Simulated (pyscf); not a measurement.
## Addition across a multiple bond or ene-type step: H₃C–Re(=O)(=O)=O + methane (CH₄) → H₃C–Re(CH₃)(=O)(=O)–OH

Gas phase, singlet surface, charge 0. Bonds broken: C9–H10. Bonds formed: Re2–C9, O5–H10. Structures and frequencies: ωB97X-D3(BJ)/def2-SVP in PySCF.

Transition state (Å):

```xyz
13

C      0.0238     0.1042    -1.0949
Re    -1.4517    -0.3645     0.3331
O     -1.7112    -1.8266    -0.4731
O     -2.7674     0.6413     0.0467
O     -1.2228    -0.8604     2.0535
H      0.2346     1.1788    -1.1397
H      0.9364    -0.4361    -0.7929
H     -0.3052    -0.2731    -2.0728
C     -0.1709     1.3908     1.4253
H     -0.6695     0.2197     2.0306
H     -0.1943     1.6764     2.4961
H      0.8822     1.3420     1.1207
H     -0.6856     2.2087     0.9012
```

One imaginary mode, 1756i cm⁻¹; descent along it reached the two sides named, in the forms told below.

| bond | change | reactant side (Å) | saddle | product side |
|---|---|---|---|---|
| C9–H10 | breaks | 1.100 | 1.409 | 2.347 |
| Re2–C9 | forms | 3.8 | 2.432 | 2.161 |
| O5–H10 | forms | 2.7 | 1.214 | 0.964 |

Electronic energies relative to the separated reactants (eV):

```json
[
 {"level": "ωB97X-D3(BJ)/def2-TZVP", "barrier": "2.36", "reaction energy": "+0.64", "reverse barrier": "1.72"},
 {"level": "PBE/def2-TZVP", "barrier": "2.22", "reaction energy": "+1.00", "reverse barrier": "1.23"},
 {"level": "r²SCAN/def2-TZVP", "barrier": "2.23", "reaction energy": "+0.87", "reverse barrier": "1.36"},
 {"level": "B3LYP-D3(BJ)/def2-TZVP", "barrier": "2.42", "reaction energy": "+0.85", "reverse barrier": "1.57"},
 {"level": "PBE0-D3(BJ)/def2-TZVP", "barrier": "2.23", "reaction energy": "+0.73", "reverse barrier": "1.49"},
 {"level": "M06-2X/def2-TZVP", "barrier": "2.44", "reaction energy": "+0.67", "reverse barrier": "1.77"},
 {"level": "ωB97M-D3(BJ)/def2-TZVP", "barrier": "2.44", "reaction energy": "+0.74", "reverse barrier": "1.70"},
 {"level": "HF/def2-TZVP", "barrier": "3.39", "reaction energy": "+0.99", "reverse barrier": "2.40"}
]
```

With ωB97M-D3(BJ)/def2-TZVP energies and thermal terms (ideal gas, 1 atm, RRHO with modes under 100 cm⁻¹ raised to 100, one conformer, R ln 2 for chiral ones without a mode under 150 cm⁻¹), in eV:

```tsv
T (K)	ΔH‡	ΔG‡	ΔH	ΔG
298	2.35	2.79	+0.82	+1.25
600	2.38	3.23	+0.86	+1.66
900	2.42	3.65	+0.92	+2.05
1200	2.46	4.05	+0.97	+2.42
```

On the product side the descent ends in a point that may be a rotor saddle (no frequency run), 0.05 eV over the lowest minimum found and 1.67 eV under the saddle at ωB97X-D3(BJ)/def2-TZVP. One saddle was located; it need not be the lowest between these sides. Elements past Kr carry the def2 core potentials, without spin-orbit coupling.
